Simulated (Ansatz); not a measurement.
1T (CdI2-type) HfS2: LDA at its full settings (plane-wave cutoff 520 eV, 12×12×6 k mesh (along the axes of the cell as run), Fermi–Dirac smearing 0.01 eV, scalar-relativistic PAW data made under PBE) and at cheaper ones, in a cell of 3 atoms with Γ-centred meshes.

```
level and setting             equilibrium lattice constant a (Å)  c axis length (Å)  bulk modulus (GPa)  band gap (eV)
----------------------------  ----------------------------------  -----------------  ------------------  -------------
LDA (Ansatz)                                               3.555              5.679                32.9           0.57
LDA (250 eV cutoff) (Ansatz)                               3.557              5.677                35.2           0.55
LDA (2×2×2 k mesh) (Ansatz)                                3.741              5.858                16.0           1.00
LDA (4×4×4 k mesh) (Ansatz)                                3.578              5.663                33.1           0.59
```

Largest shifts from the full settings: lattice constant a +5.23 % (LDA (2×2×2 k mesh)), against a difference of -2.20 % of the full result from the reference 3.635 Å (measured, temperature not stated, not corrected to a static lattice; as tabulated in Björkman (2014), arXiv:1406.2436); lattice parameter c +3.15 % (LDA (2×2×2 k mesh)), against a difference of -2.59 % of the full result from the reference 5.83 Å (measured, temperature not stated, zero-point anharmonic expansion removed (computed with revB86b-DF2); no thermal correction; as tabulated in Björkman (2014), arXiv:1406.2436); bulk modulus -51 % (LDA (2×2×2 k mesh)); band gap +0.43 eV (LDA (2×2×2 k mesh)).

The full settings aren't shown to be converged themselves.

Each row is at its own relaxed cell, so a gap follows the cell too.

Band edges were searched off the SCF mesh.

Spin–orbit coupling is included only where a level's name says +SOC; with heavier elements it mostly lowers gaps and can invert bands. Density-functional gaps are differences of (generalised) Kohn–Sham levels.

Caveats: LDA has no dispersion term either, though it tends to give short spacings of layers, chains or molecules (LDA, LDA (250 eV cutoff), LDA (2×2×2 k mesh), LDA (4×4×4 k mesh)); for a layered or molecular solid the relaxed cell lies over 5 % above the published volume, where the minimum can be shallow (LDA (2×2×2 k mesh)). Ansatz's density-functional and Hartree–Fock values are scalar-relativistic unless marked +SOC, with PAW data made under PBE.

Run with cheap settings on purpose, which may leave them unconverged: LDA (250 eV cutoff), LDA (2×2×2 k mesh), LDA (4×4×4 k mesh).

Ansatz is a program for electronic structure.
